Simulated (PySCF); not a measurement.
Functional dependence of a UV spectrum

CCl2 (singlet state).
SMILES with atom numbers: `[Cl:1][C:2][Cl:3]`

Linear-response calculations in the def2-SVPD basis (PySCF; singlets by full response, triplets Tamm–Dancoff, core orbitals frozen in the response; HF means time-dependent Hartree–Fock). 'Strongest' is the level of largest summed f among the singlets computed (10 roots, of which the last may lack a degenerate partner); it can jump between rows when another state enters that window. S1 is the lowest singlet of each run and needn't be the same state throughout; f(S1) is that of one state. Geometry: PBE0-D3(BJ)/def2-SVP; no solvent, vibrations or thermal averaging.

| functional | kind | S1 (eV) | f(S1) | strongest (eV) | T1 (eV) | HOMO (eV) | gap (eV) | ionisation energy, ΔSCF (eV) |
| --- | --- | --- | --- | --- | --- | --- | --- | --- |
| LDA | LDA | 2.25 | 0.001 | 6.83 | 1.09 | -6.32 | 1.60 | 9.94 |
| PBE | GGA | 2.37 | 0.001 | 6.82 | 1.03 | -6.27 | 1.75 | 9.81 |
| B3LYP | global hybrid, 20% exact exchange | 2.37 | 0.002 | 7.79 | 0.98 | -7.41 | 3.69 | 10.04 |
| PBE0 | global hybrid, 25% exact exchange | 2.35 | 0.002 | 8.02 | 0.86 | -7.66 | 4.12 | 10.02 |
| BHandHLYP | global hybrid, 50% exact exchange | 2.34 | 0.002 | 8.45 | 0.80 | -8.96 | 6.63 | 10.11 |
| wB97X-D | range-separated hybrid | 2.35 | 0.002 | 8.35 | 1.01 | -9.57 | 7.89 | 10.13 |
| LC-wPBE | range-separated hybrid | 2.25 | 0.002 | 5.89 | 0.71 | -10.43 | 9.24 | 10.24 |
| HF | Hartree–Fock | 2.29 | 0.003 | 8.09 | 0.39 | -11.03 | 11.69 | not settled |

Problem. What does CAM-B3LYP (range-separated hybrid) give?

Solution. S1 (eV) 2.31, f(S1) 0.002, strongest (eV) 8.18, T1 (eV) 0.88, HOMO (eV) -9.04, gap (eV) 6.73, ionisation energy, ΔSCF (eV) 10.14. S1 runs from 2.25 eV (LC-wPBE) to 2.37 eV (B3LYP), a spread of 0.12 eV, while the orbital gap spreads over 10.1 eV. −ε(HOMO) comes closest to its own ΔSCF ionisation energy with LC-wPBE (+0.19 eV) and misses most with LDA (-3.62 eV). The lowest singlet of a reference set is 1B1(σ→π*) at 2.59 eV (computed, theoretical best estimate (aug-cc-pVTZ, frozen core, CC3 geometry), gas; Veril, Scemama, Caffarel, Lipparini, Boggio-Pasqua, Jacquemin, Loos, WIREs Comput. Mol. Sci. 2021, 11, e1517 (QUESTDB)). The lowest computed singlet differs from it by B3LYP -0.22, PBE -0.22, wB97X-D -0.24, PBE0 -0.24, BHandHLYP -0.25, CAM-B3LYP -0.28, HF -0.30, LDA -0.34, LC-wPBE -0.34 eV; geometry and basis of the reference needn't be the same. The lowest triplet of a reference set is 3B1(σ→π*) at 1.22 eV (computed, theoretical best estimate (aug-cc-pVTZ, frozen core, CC3 geometry), gas; Veril, Scemama, Caffarel, Lipparini, Boggio-Pasqua, Jacquemin, Loos, WIREs Comput. Mol. Sci. 2021, 11, e1517 (QUESTDB)). The lowest computed triplet differs from it by LDA -0.13, PBE -0.19, wB97X-D -0.21, B3LYP -0.24, CAM-B3LYP -0.34, PBE0 -0.36, BHandHLYP -0.42, LC-wPBE -0.51, HF -0.83 eV; geometry and basis of the reference needn't be the same. 'Not settled' means that the ion's SCF failed to converge or may have ended in another state than the lowest.
